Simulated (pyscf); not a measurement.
Single points on ωB97X-D3(BJ)/def2-SVP structures (PySCF, gas phase).

SMILES: CC[CH2][Al]([F])[F]
```xyz
13

C     -1.0793     0.3514     1.6174
C      0.2433    -0.2916     1.1946
C      0.6661     0.1480    -0.2187
Al    -0.8465    -0.0354    -1.4119
F     -1.2595     1.0996    -2.5567
F     -1.8391    -1.3699    -1.3279
H     -1.9038     0.0228     0.9530
H     -1.3761     0.0690     2.6393
H     -1.0223     1.4522     1.5744
H      1.0295    -0.0426     1.9281
H      0.1319    -1.3888     1.2221
H      1.5312    -0.4350    -0.5793
H      0.9881     1.2048    -0.2198
```

Task: How much does it cost (ΔH, 298 K, ωB97M-D3(BJ)/def2-TZVP) to split H₃C–CH₂–CH₂–Al(F)–F at its C–C bond into •H₂C–CH₃ + •H₂C–Al(F)–F?

Result: C–C to •H₂C–CH₃ + •H₂C–Al(F)–F: 344.5 kJ/mol. The 7 functionals that were run give +306.6 (r²SCAN) to +348.0 kJ/mol (ωB97X-D3(BJ)). The radicals are drawn with the spin at the cut bond; how far it spreads was not checked. Other isomers of •H₂C–CH₃, •H₂C–Al(F)–F were not searched in full and may lie lower.
